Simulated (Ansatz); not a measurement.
# CH3BS: one species, many methods

How much do the methods differ for CH3BS? The plan is to run it at one geometry with functionals of several rungs and with coupled cluster. The yardstick is the atomisation energy at the CCSD(T) limit.

Method: functionals in def2-TZVPP, the program's frozen cores in correlated methods; program: Ansatz 0.2.0, Gaussian basis.

The runs, in order: LDA (SPW92), PBE-D4, revPBE-D4, BLYP-D4, r2SCAN-D4, B97M-V, PBE0-D4, B3LYP-D4, r2SCANh-D4, r2SCAN0-D4, HSE06-D4, BHLYP-D4, CAM-B3LYP-D4, LC-ωPBE, ωB97X-V, ωB97M-V, B2PLYP, PBE-QIDH; CCSD(T)/def2-SVP; CCSD(T)/def2-TZVPP; CCSD(T)/def2-QZVPP; extrapolation to the limit; RPA on PBE.

## 1. The relaxed structure

The geometry comes from an earlier relaxation with PBE0-D4 in a triple-zeta def2 set; it is a stationary point.

SMILES `B1CS1`, 6 atoms, charge 0, spin multiplicity 1.

Atoms are counted from 1 here; the program's logs count them from 0.

Bond lengths: B1–C2 1.531 Å, B1–S3 1.737 Å, B1–H4 1.182 Å, C2–S3 1.862 Å, C2–H5 1.086 Å, C2–H6 1.086 Å. Angles: C2–B1–S3 69.1°, C2–B1–H4 148.6°, S3–B1–H4 142.3°, B1–C2–S3 60.7°, B1–C2–H5 121.2°, B1–C2–H6 121.2°, S3–C2–H5 114.2°, S3–C2–H6 114.2°, H5–C2–H6 113.5°, B1–S3–C2 50.2°.

Geometry (Å):

```xyz
6
CH3BS
B    -0.4799   -0.7235   -0.2408
C     0.2295    0.5952    0.0793
S     0.9931   -1.0101    0.6346
H    -1.3974   -1.2813   -0.7348
H     0.8040    1.1232   -0.6767
H    -0.1071    1.2325    0.8922
```

## 2. LDA

This LDA is Slater exchange with PW92 correlation.

in.yaml reads:

```yaml
crystal:
  periodic: [false, false, false]
  atoms:
    - {symbol: B, position_ang: [-0.479901, -0.723546, -0.240793]}
    - {symbol: C, position_ang: [0.229475, 0.595165, 0.079274]}
    - {symbol: S, position_ang: [0.993062, -1.010134, 0.634562]}
    - {symbol: H, position_ang: [-1.397432, -1.281263, -0.734767]}
    - {symbol: H, position_ang: [0.803997, 1.123231, -0.676683]}
    - {symbol: H, position_ang: [-0.107100, 1.232547, 0.892208]}
basis:
  gaussian: {orbitals: def2-TZVPP}
hamiltonian: {xc: lda}
output: {orbitals: {seedname: orbitals}}
```

On the command line:

```console
> ansatz run in.yaml --threads 2 --pin off --events-out ev --progress --plain --max-ram 4352MiB
```

The runs that follow: PBE-D4 (GGA); revPBE-D4 (GGA); BLYP-D4 (GGA); r2SCAN-D4 (meta-GGA); B97M-V (meta-GGA); B3LYP-D4 (hybrid); r2SCANh-D4 (hybrid); r2SCAN0-D4 (hybrid); HSE06-D4 (hybrid); BHLYP-D4 (hybrid); CAM-B3LYP-D4 (range-separated); LC-ωPBE (range-separated); ωB97X-V (range-separated); ωB97M-V (range-separated); B2PLYP (double hybrid); PBE-QIDH (double hybrid); CCSD(T) in def2-SVP; CCSD(T) in def2-TZVPP; CCSD(T) in def2-QZVPP; RPA on PBE orbitals.

Q: Predict the results of all the runs planned. Wanted: atomisation energy, CCSD(T)/CBS; farthest beyond LDA; mean size of error, GGA; mean size of error, meta-GGA; mean size of error, hybrid; mean size of error, range-separated; mean size of error, double hybrid; gap, smallest and largest; T1 diagnostic.

**Answer**, as computed:

| quantity | value |
| --- | --- |
| atomisation energy, CCSD(T)/CBS | 524.6 kcal/mol |
| functionals within 2.6 kcal/mol (0.5 %) | BLYP-D4, r2SCAN0-D4, LC-ωPBE, B2PLYP |
| farthest beyond LDA | PBE-D4 (+19.3 kcal/mol) |
| mean size of error, GGA | 9.2 kcal/mol |
| mean size of error, meta-GGA | 11.0 kcal/mol |
| mean size of error, hybrid | 7.4 kcal/mol |
| mean size of error, range-separated | 4.4 kcal/mol |
| mean size of error, double hybrid | 3.2 kcal/mol |
| gap, smallest and largest | 4.23 eV (LDA (SPW92)), 11.35 eV (LC-ωPBE) |
| T1 diagnostic | 0.0164 |
| triples share of the correlation energy | 4.7 % |

**Reading.** The LDA atomisation energy is off by 82.4 kcal/mol (16 %): it overbinds. PBE-D4 is off by +19.3 kcal/mol. Double hybrids carry the basis error of their MP2 part in triple zeta, and no dispersion term here, so their miss is partly the set-up's. Taken by rung, double hybrid functionals do best (3.2 kcal/mol on average) and meta-GGA ones worst beyond LDA (11.0 kcal/mol). The gap between the best rungs is small, so their order is not settled. Misses under about 2.6 kcal/mol are within the doubt on the reference itself, which lacks core-valence correlation, relativity and higher excitations. Hartree-Fock recovers 74 % of the binding; the rest is correlation. CCSD(T) in def2-SVP is off by -24.5 kcal/mol, which most functionals beat. Orbital gaps span 4.2 to 11.4 eV; exact exchange widens them.
